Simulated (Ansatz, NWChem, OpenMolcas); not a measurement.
**A ladder of methods for NH2 (SMILES [NH2])**

NH2: 3 atoms, total charge 0, spin state doublet. As SMILES, `[NH2]`. The coordinates come from a PBE0-D4/def2-TZVP relaxation.

```xyz
3

N     0.3371   -0.2000    0.1662
H     0.1308    0.8059    0.1594
H    -0.4678   -0.6059   -0.3256
```

Quantity: the vertical ionisation energy (to the singlet cation), in eV. The values are calculated.

| level | kind | program | value (eV) | less CCSD(T)/def2-TZVPPD |
| --- | --- | --- | --- | --- |
| UHF/def2-TZVPPD | Hartree–Fock | NWChem | 11.79 | -0.64 |
| U-revPBE/def2-TZVPPD | GGA | OpenMolcas | 12.85 | +0.42 |
| UBLYP/def2-TZVPPD | GGA | Ansatz | 12.71 | +0.28 |
| UM06-L/def2-TZVPPD | meta-GGA | OpenMolcas | 12.66 | +0.23 |
| UB3LYP/def2-TZVPPD | global hybrid | Ansatz | 12.82 | +0.39 |
| UHSE06/def2-TZVPPD | range-separated hybrid | Ansatz | 12.84 | +0.41 |
| UPBE-QIDH/def2-TZVPPD | double hybrid | Ansatz | 12.77 | +0.34 |
| RPA@PBE0/def2-TZVPPD | RPA | Ansatz | 12.65 | +0.22 |
| ROCCSD(T)/def2-TZVPPD | coupled cluster or CI | OpenMolcas | 12.43 | 0.00 |

Differences are taken from ROCCSD(T)/def2-TZVPPD for orientation; it has basis-set and higher-order errors of its own. The values span 11.79 to 12.85 eV.
